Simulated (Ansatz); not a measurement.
# C₅H₆: a ladder of functionals and wavefunction methods

Aim: compute C₅H₆ with functionals from several rungs and with coupled cluster, and see how far each lands from CCSD(T) at the basis-set limit for the atomisation energy.

The runs use Ansatz 0.2.0, Gaussian basis; functionals in def2-TZVPP, the program's frozen cores in correlated methods.

Levels to be run: LDA (SPW92), PBE-D4, revPBE-D4, BLYP-D4, r2SCAN-D4, B97M-V, PBE0-D4, B3LYP-D4, r2SCANh-D4, r2SCAN0-D4, HSE06-D4, BHLYP-D4, CAM-B3LYP-D4, LC-ωPBE, ωB97X-V, ωB97M-V, B2PLYP, PBE-QIDH; CCSD(T)/def2-SVP; CCSD(T)/def2-TZVPP; MP2/def2-QZVPP; extrapolation to the limit; RPA on PBE.

## 1. The relaxed structure

An earlier PBE0-D4 in a triple-zeta def2 set relaxation fixed the geometry.

11 atoms, charge 0, spin multiplicity 1.

Atoms are counted from 1 here; the program's logs count them from 0.

Bond lengths: C1–C2 1.470 Å, C1–H6 1.096 Å, C1–H7 1.092 Å, C1–H8 1.092 Å, C2–C3 1.302 Å, C2–C5 1.575 Å, C3–C4 1.339 Å, C3–C5 1.611 Å, C4–C5 1.666 Å, C4–H9 1.086 Å, C5–H10 1.086 Å, C5–H11 1.086 Å. Angles: C2–C1–H6 112.0°, C2–C1–H7 109.1°, C2–C1–H8 112.0°, H6–C1–H7 107.7°, H6–C1–H8 108.1°, H7–C1–H8 107.7°, C1–C2–C3 145.3°, C1–C2–C5 134.7°, C3–C2–C5 67.3°, C2–C3–C4 132.4°, C2–C3–C5 64.5°, C4–C3–C5 68.1°, C3–C4–C5 63.7°, C3–C4–H9 121.7°, C5–C4–H9 117.1°, C2–C5–C3 48.2°, C2–C5–C4 96.3°, C2–C5–H10 113.2° and more.

## 2. LDA

This LDA is Slater exchange with PW92 correlation.

Contents of in.yaml:

```yaml
crystal:
  periodic: [false, false, false]
  atoms:
    - {symbol: C, position_ang: [-1.673892, 0.570066, -0.077723]}
    - {symbol: C, position_ang: [-0.437288, -0.204187, 0.099939]}
    - {symbol: C, position_ang: [0.465227, -0.598577, 0.950757]}
    - {symbol: C, position_ang: [1.803329, -0.606574, 0.909094]}
    - {symbol: C, position_ang: [1.025319, -0.104772, -0.476520]}
    - {symbol: H, position_ang: [-1.496321, 1.649660, -0.010538]}
    - {symbol: H, position_ang: [-2.379999, 0.300996, 0.709986]}
    - {symbol: H, position_ang: [-2.151482, 0.363177, -1.037469]}
    - {symbol: H, position_ang: [2.366782, -1.532921, 0.851335]}
    - {symbol: H, position_ang: [1.222694, -0.822097, -1.267401]}
    - {symbol: H, position_ang: [1.320931, 0.928331, -0.630862]}
basis:
  gaussian: {orbitals: def2-TZVPP}
hamiltonian: {xc: lda}
output: {orbitals: {seedname: orbitals}}
```

On the command line:

```console
ansatz run in.yaml --threads 2 --pin off --events-out ev --progress --plain --max-ram 4352MiB
```

Further steps of the session: PBE-D4 (GGA); revPBE-D4 (GGA); BLYP-D4 (GGA); r2SCAN-D4 (meta-GGA); B97M-V (meta-GGA); PBE0-D4 (hybrid); B3LYP-D4 (hybrid); r2SCANh-D4 (hybrid); r2SCAN0-D4 (hybrid); HSE06-D4 (hybrid); BHLYP-D4 (hybrid); CAM-B3LYP-D4 (range-separated); LC-ωPBE (range-separated); ωB97X-V (range-separated); ωB97M-V (range-separated); B2PLYP (double hybrid); PBE-QIDH (double hybrid); CCSD(T) in def2-SVP; CCSD(T) in def2-TZVPP; MP2 in def2-QZVPP; RPA on PBE orbitals.

**Question.** What will the summary of the whole plan be? Wanted: atomisation energy, CCSD(T)/CBS; farthest beyond LDA; mean size of error, GGA; mean size of error, meta-GGA; mean size of error, hybrid; mean size of error, range-separated; mean size of error, double hybrid; gap, smallest and largest; T1 diagnostic.

The runs gave:

| quantity | value |
| --- | --- |
| atomisation energy, CCSD(T)/CBS | 4508.9 kJ/mol |
| functionals within 22.5 kJ/mol (0.5 %) | B3LYP-D4, r2SCAN0-D4, CAM-B3LYP-D4, ωB97X-V, B2PLYP |
| farthest beyond LDA | PBE-D4 (+196.4 kJ/mol) |
| mean size of error, GGA | 99.6 kJ/mol |
| mean size of error, meta-GGA | 54.9 kJ/mol |
| mean size of error, hybrid | 66.3 kJ/mol |
| mean size of error, range-separated | 22.3 kJ/mol |
| mean size of error, double hybrid | 27.1 kJ/mol |
| gap, smallest and largest | 3.10 eV (LDA (SPW92)), 10.15 eV (LC-ωPBE) |
| T1 diagnostic | 0.0142 |
| triples share of the correlation energy | 5.0 % |

In words: LDA overbinds by 759.2 kJ/mol (17 %). PBE-D4 misses by +196.4 kJ/mol. Double hybrids carry the basis error of their MP2 part in triple zeta, and no dispersion term here, so their miss is partly the set-up's. Taken by rung, range-separated functionals do best (22.3 kJ/mol on average) and GGA ones worst beyond LDA (99.6 kJ/mol). The gap between the best rungs is small, so their order is not settled. The reference freezes the cores and leaves out relativity and excitations past (T), so misses under about 22.5 kJ/mol can't be ranked. Hartree-Fock recovers 72 % of the binding; the rest is correlation. CCSD(T) in def2-SVP is off by -178.3 kJ/mol, so the small basis spoils what the method gains. Orbital gaps span 3.1 to 10.1 eV; exact exchange widens them.
